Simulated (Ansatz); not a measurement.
A calculation with Ansatz (development build ahead of 0.2.0).

```yaml
crystal:
  periodic: [false, false, false]
  atoms:
    - { symbol: C, position_ang: [1.02377, -0.59144, 0.00109] }
    - { symbol: C, position_ang: [0.00066, 0.57926, 0.02847] }
    - { symbol: O, position_ang: [-1.27447, -0.02036, -0.01574] }
    - { symbol: H, position_ang: [0.15936, 1.18536, 0.87722] }
    - { symbol: H, position_ang: [0.13836, 1.22319, -0.87454] }
    - { symbol: H, position_ang: [2.01291, -0.15235, -0.02684] }
    - { symbol: H, position_ang: [0.89378, -1.20379, 0.88417] }
    - { symbol: H, position_ang: [0.86178, -1.21188, -0.90275] }
basis:
  gaussian: { orbitals: cc-pVTZ }
magnetization:
  spin_polarized: true
  initial_magnetization: 1
hamiltonian:
  xc: hf
correlation:
  method: mp2
  frozen_orbitals: { C: 1, H: 0, O: 1 }
output:
  forces: true
```

The input is written out in the form of the current development build from the run's settings.

Output:

* Converged: yes
* Reference energy: -153.51536 hartree
* Correlation energy: -0.54130 hartree
* Total energy: -154.05666 hartree
* Spin squared of the determinant: 0.759
* Stability test: minimum

Forces (eV/Å):
```csv
atom,Fx,Fy,Fz
C1,-0.797,0.275,-0.719
C2,-0.506,-0.964,-1.997
O3,0.904,0.478,0.211
H4,0.002,0.556,1.267
H5,-0.051,-0.586,0.493
H6,0.200,-0.099,0.058
H7,0.105,-0.075,0.094
H8,0.142,0.415,0.592
```
